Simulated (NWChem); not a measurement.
The numbers come from NWChem runs, not from measurements. System: AlF3, charge 0, spin multiplicity 1, at the geometry of a parent with another charge or spin, in a state set for the comparison that need not be this species' ground state. Level: B2PLYP/def2-TZVPD, 8 core orbitals frozen.

NWChem printed:

```
             Northwest Computational Chemistry Package (NWChem) 7.3.0
             --------------------------------------------------------

                                NWChem Input Module
                                -------------------

 Scaling coordinates for geometry "geometry" by  1.889725989
 (inverse scale =  0.529177249)

 Turning off AUTOSYM since
 SYMMETRY directive was detected!

                             Geometry "geometry" -> ""
                             -------------------------

 Output coordinates in angstroms (scale by  1.889725989 to convert to a.u.)

  No.       Tag          Charge          X              Y              Z
 ---- ---------------- ---------- -------------- -------------- --------------
    1 Al                  13.0000     0.00000700     0.40510400     0.00000000
    2 F                    9.0000     0.80265400    -0.19505800     1.39025800
    3 F                    9.0000     0.80265400    -0.19505800    -1.39025800
    4 F                    9.0000    -1.60531800    -0.19503300     0.00000000

 Effective nuclear repulsion energy (a.u.)     154.6243142588

            Nuclear Dipole moment (a.u.)
            ----------------------------
        X                 Y               Z
 ---------------- ---------------- ----------------
     0.0000018897     0.0000207870     0.0000000000

      Symmetry information
      --------------------

 Group name             Cs
 Group number              2
 Group order               2
 No. of unique centers     3

      Symmetry unique atoms

     1    2    4


 Summary of "ao basis" -> "" (spherical)
 ------------------------------------------------------------------------------
       Tag                 Description            Shells   Functions and Types
 ---------------- ------------------------------  ------  ---------------------
 *                         def2-tzvpd                 on all atoms

  dft_input: which_mp2 not specified, using semidirect MP2 by default.

                                 NWChem DFT Module
                                 -----------------

 Summary of "ao basis" -> "ao basis" (spherical)
 ------------------------------------------------------------------------------
       Tag                 Description            Shells   Functions and Types
 ---------------- ------------------------------  ------  ---------------------
 Al                        def2-tzvpd               15       43   6s5p3d1f
 F                         def2-tzvpd               14       40   6s4p3d1f

 Summary of "ao basis" -> "ao basis" (spherical)
 ------------------------------------------------------------------------------
       Tag                 Description            Shells   Functions and Types
 ---------------- ------------------------------  ------  ---------------------
 Al                        def2-tzvpd               15       43   6s5p3d1f
 F                         def2-tzvpd               14       40   6s4p3d1f

      Symmetry analysis of basis
      --------------------------

        a'         96
        a"         67

            General Information
            -------------------
          SCF calculation type: DFT
          Wavefunction type:  closed shell.
          No. of atoms     :     4
          No. of electrons :    40
           Alpha electrons :    20
            Beta electrons :    20
          Charge           :     0
          Spin multiplicity:     1
          Use of symmetry is: on ; symmetry adaption is: on
          Maximum number of iterations: 100
          AO basis - number of functions:   163
                     number of shells:    57
          Convergence on energy requested:  1.00D-06
          Convergence on density requested:  1.00D-05
          Convergence on gradient requested:  5.00D-04

              XC Information
              --------------
                     Hartree-Fock (Exact) Exchange  0.530
                    Becke 1988 Exchange Functional  0.470
              Lee-Yang-Parr Correlation Functional  0.730

             Grid Information
             ----------------
          Grid used for XC integration:  medium
          Radial quadrature: Mura-Knowles
          Angular quadrature: Lebedev.
[...]
    53      0.210362  2 F  px                93     -0.210362  3 F  px
   138      0.152854  4 F  pz                52     -0.145682  2 F  pz
    92     -0.145682  3 F  pz                56      0.132474  2 F  px

 Vector   21  Occ=0.000000D+00  E=-1.227065D-01  Symmetry=a'
              MO Center=  1.5D-05,  1.4D+00,  1.1D-15, r^2= 2.5D+00
   Bfn.  Coefficient  Atom+Function         Bfn.  Coefficient  Atom+Function
  ----- ------------  ---------------      ----- ------------  ---------------
    20      0.402908  1 Al py                 4      0.371785  1 Al s
    17      0.335708  1 Al py                 5      0.275875  1 Al s
     3     -0.201889  1 Al s                  6      0.199581  1 Al s
    31     -0.104064  1 Al d  2              51     -0.094276  2 F  py
    91     -0.094276  3 F  py               131     -0.094274  4 F  py

 Vector   22  Occ=0.000000D+00  E= 3.528256D-02  Symmetry=a'
              MO Center=  1.7D-01,  1.6D+00, -1.6D-09, r^2= 7.9D+00
   Bfn.  Coefficient  Atom+Function         Bfn.  Coefficient  Atom+Function
  ----- ------------  ---------------      ----- ------------  ---------------
    32      0.825927  1 Al d -2              19      0.814380  1 Al px
   129      0.721747  4 F  s                140      0.543814  4 F  py
   139      0.431110  4 F  px                49     -0.360849  2 F  s
    89     -0.360849  3 F  s                 59      0.351686  2 F  px
    99      0.351686  3 F  px                16      0.306874  1 Al px

 Vector   23  Occ=0.000000D+00  E= 3.528340D-02  Symmetry=a"
              MO Center= -1.7D-01,  1.6D+00,  1.6D-09, r^2= 7.9D+00
   Bfn.  Coefficient  Atom+Function         Bfn.  Coefficient  Atom+Function
  ----- ------------  ---------------      ----- ------------  ---------------
    33      0.825959  1 Al d -1              21      0.814319  1 Al pz
    49     -0.624997  2 F  s                 89      0.624997  3 F  s
    60     -0.470977  2 F  py               100      0.470977  3 F  py
    61      0.404626  2 F  pz               101      0.404626  3 F  pz
   141      0.325269  4 F  pz                18      0.306869  1 Al pz

 center of mass
 --------------
 x =  -0.00000003 y =  -0.00419827 z =   0.00000000

 moments of inertia (a.u.)
 ------------------
         285.816292636682           0.002317242573           0.000000000000
           0.002317242573         524.518605898643           0.000000000000
           0.000000000000           0.000000000000         285.810739936665

     Multipole analysis of the density
     ---------------------------------

     L   x y z        total         alpha         beta         nuclear
     -   - - -        -----         -----         ----         -------
     0   0 0 0      0.000000    -20.000000    -20.000000     40.000000

     1   1 0 0      0.000067      0.000033      0.000033      0.000002
     1   0 1 0      1.924996      0.962488      0.962488      0.000021
     1   0 0 1     -0.000000     -0.000000     -0.000000      0.000000

     2   2 0 0    -23.324054    -73.780646    -73.780646    124.237238
     2   1 1 0      0.000044      0.000570      0.000570     -0.001096
     2   1 0 1      0.000000      0.000000      0.000000      0.000000
     2   0 2 0    -14.175133    -12.730952    -12.730952     11.286771
     2   0 1 1      0.000000      0.000000      0.000000      0.000000
     2   0 0 2    -23.324038    -73.781953    -73.781953    124.239868

                   NWChem MP2 Semi-direct Energy/Gradient Module
                   ---------------------------------------------

  Basis functions       =    163
  Molecular orbitals    =    163
  Frozen core           =      8
  Frozen virtuals       =      0
  Active alpha occupied =     12
  Active beta occupied  =     12
  Active alpha virtual  =    143
  Active beta virtual   =    143
  Use MO symmetry       = T
  Use skeleton AO sym   = T

  AO/Fock/Back tols     =   1.0D-09  1.0D-09  1.0D-09

 GA uses MA = F    GA memory limited = T

 Available:
  local mem=  3.28D+07
 global mem=  1.31D+08
 local disk=  0.00D+00
  mp2_memr nvloc                   143
  nvloc new                   143
   1 passes of  12:        5242880                     139966                  73949796.
   1 passes of  12: M     32849911           G      131018862           F      27607031.
  mp2_memr nvloc                   143
  nvloc new                   143
   2 passes of   6:        5242880                      97083                  36997624.
   2 passes of   6: M     32849911           G      131018862           F      27607031.
  mp2_memr nvloc                   143
  nvloc new                   143
   3 passes of   4:        5242880                      82789                  24680233.
   3 passes of   4: M     32849911           G      131018862           F      27607031.

 Semi-direct pass number   1 of   3  for RHF alpha+beta  at       16.8s
  vrange nnbf                 12667
  mp2_eaftype                    94  avail_ma_in_mb                   286
 EAF : mp2_eaftype filesize          94   12340116.
  mp2_eaf for mointskh                     94
Node 0 wrote     58.0 Mb in      0.0 s     Agg I/O rate:  1414.1 Mb/s
 Done moints_semi at       41.7s
  mp2_eaftype                    94  avail_ma_in_mb                   286
 EAF : mp2_eaftype filesize          94   12340116.
  mp2_eaf for kh                    94
 Done maket at       42.4s
 Semi-direct pass number   2 of   3  for RHF alpha+beta  at       42.4s
  vrange nnbf                 12667
  mp2_eaftype                    94  avail_ma_in_mb                   286
 EAF : mp2_eaftype filesize          94   12340116.
  mp2_eaf for mointskh                     94
Node 0 wrote     58.0 Mb in      0.0 s     Agg I/O rate:  1467.7 Mb/s
 Done moints_semi at       66.5s
  mp2_eaftype                    94  avail_ma_in_mb                   286
 EAF : mp2_eaftype filesize          94   12340116.
  mp2_eaf for kh                    94
 Done maket at       67.0s
 Semi-direct pass number   3 of   3  for RHF alpha+beta  at       67.0s
  vrange nnbf                 12667
  mp2_eaftype                    94  avail_ma_in_mb                   286
 EAF : mp2_eaftype filesize          94   12340116.
  mp2_eaf for mointskh                     94
Node 0 wrote     58.0 Mb in      0.0 s     Agg I/O rate:  1710.1 Mb/s
 Done moints_semi at       90.5s
  mp2_eaftype                    94  avail_ma_in_mb                   286
 EAF : mp2_eaftype filesize          94   12340116.
  mp2_eaf for kh                    94
 Done maket at       91.0s
 Done multipass loop at       91.0s

          -------------------------------------------
          DFT energy                    -541.761097331803
          Unscaled MP2 energy             -1.001741972345
          Total DFT+MP2 energy          -542.031567664336
          -------------------------------------------

 -----------------------
 Performance information
 -----------------------

 Timer overhead =  2.55D-07 seconds/call

               Nr. of calls         CPU time (s)                 Wall time (s)                GFlops
             ---------------    -------------------     ------------------------------   -------------------
Name         Min   Avg   Max    Min     Avg     Max     Min     Avg     Max   Mx/calls   Min     Max     Sum
mp2: moin     3     3     3    73.     73.     73.      73.     73.     73.     24.      0.0     0.0     0.0
mp2: make     3     3     3    1.7     1.7     1.7      1.7     1.7     1.7    0.56      0.0     0.0     0.0
mp2: tota     1     1     1    74.     74.     74.      74.     74.     74.     74.      0.0     0.0     0.0

 The average no. of pstat calls per process was 7.00D+00
 with a timing overhead of 1.78D-06s

 Task  times  cpu:       90.9s     wall:       90.9s

 Total times  cpu:       91.0s     wall:       91.0s
```

Q: Write an NWChem input that would produce this output.

A: This is not unique; one that fits is 
```
start mol
memory heap 200 mb stack 800 mb global 1000 mb
geometry units angstroms nocenter noautoz
  Al     0.000007     0.405104     0.000000
  F      0.802654    -0.195058     1.390258
  F      0.802654    -0.195058    -1.390258
  F     -1.605318    -0.195033     0.000000
  symmetry group Cs
end
basis spherical
  * library def2-tzvpd
end
dft
  xc hfexch 0.53 becke88 0.47 lyp 0.73 mp2 0.27
  dftmp2
  semidirect memsize 60000000 filesize 0
  iterations 100
end
mp2
  freeze core 8
end
task dft energy
```
